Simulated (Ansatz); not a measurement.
We consider hcp Ti, described by LDA (PAW; Ansatz, an electronic-structure program).

Settings: plane-wave cutoff 500 eV, 30×30×16 k mesh (along the axes of the cell as run), Fermi–Dirac smearing 0.1 eV, no spin polarisation, scalar-relativistic PAW data made under PBE.

Computed at the level's own relaxed cell.

Q: Estimate the volume per atom, lattice parameter a and c axis length that the calculation returns.

A: 
volume per atom: 16.12 Å³/atom
lattice parameter a: 2.864 Å
c axis length: 4.538 Å

Measured, for comparison: lattice constant a 2.950 Å, lattice parameter c 4.683 Å (293 K, not corrected to a static lattice; as tabulated in Wikipedia's data pages). Computed (rounded) less measured: lattice constant a -2.9 %, lattice parameter c -3.1 %.
